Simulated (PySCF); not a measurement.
C4H8N2: core ionisation energies

C4H8N2.
Cartesian coordinates in Å at the GFN2-xTB level; atoms count from 1:
```xyz
14
C4H8N2 angstrom
C      2.0015    0.1639   -0.0874
N      0.5956    0.4488   -0.1181
C     -0.3117   -0.5223   -0.7431
C     -1.6484   -0.2563   -0.0372
C     -1.1831    0.6459    1.0826
N      0.0436    0.9643    1.0000
H      2.2215   -0.8110    0.3703
H      2.3921    0.1695   -1.1056
H      2.4900    0.9440    0.4912
H      0.0486   -1.5457   -0.5679
H     -0.3480   -0.3443   -1.8194
H     -2.1328   -1.1592    0.3359
H     -2.3557    0.2696   -0.6823
H     -1.8138    1.0324    1.8589
```

Computed, not measured: delta-SCF UKS SCAN, pcX-2 on the ionised atom, pcseg-1 elsewhere, spin-free X2C (PySCF 2.14.0). Vertical ΔSCF values, vacuum level as zero.

Problem. Give the core binding energies atom by atom.

Solution. 
| atom(s) | bonded to | level | binding energy (eV) | above the level's lowest (eV) | count |
| --- | --- | --- | --- | --- | --- |
| N2 | N and 2 C | N 1s | 405.40 | +0.20 | 1 |
| N6 | N and C (double bond) | N 1s | 405.20 | 0.00 | 1 |
| C3 | N, C and 2 H | C 1s | 291.51 | +1.09 | 1 |
| C1 | N and 3 H | C 1s | 291.44 | +1.02 | 1 |
| C4 | 2 C and 2 H | C 1s | 290.93 | +0.51 | 1 |
| C5 | N (double bond), C and H | C 1s | 290.42 | 0.00 | 1 |

Lowest listed C 1s: C5, bonded to N (double bond), C and H. Highest, 1.09 eV above it: C3, bonded to N, C and 2 H. The widest gap between neighbouring values is 0.51 eV, between 290.93 and 291.44 eV. Summing the Pauling electronegativity differences to the bonded atoms, each weighted by its formal bond order, gives +0.63 for the lowest site and -0.21 for the highest; the largest sum, +0.63, belongs to C5, 1.09 eV below the top. The smallest sum, -0.70, belongs to C4, 0.51 eV above the lowest.

The 2 N 1s values lie within 0.20 eV of each other; Gaussian lines of 0.5 eV full width would blend them into one maximum.

Problem. What is the longest wavelength that can ionise C 1s of C4 vertically?

Solution. λ = hc/E = 12398.42 eV Å / 290.93 eV = 42.617 Å.

The unrestricted hole states depart most from a pure doublet (⟨S²⟩ = 0.75; over 0.85 named) for N 1s of N6 (0.91), which makes this value less certain. Geometry: GFN2-xTB, one conformer, isolated molecule.

The run took 78 s on an Arm Neoverse V1 with one thread, no GPU, on a shared host.
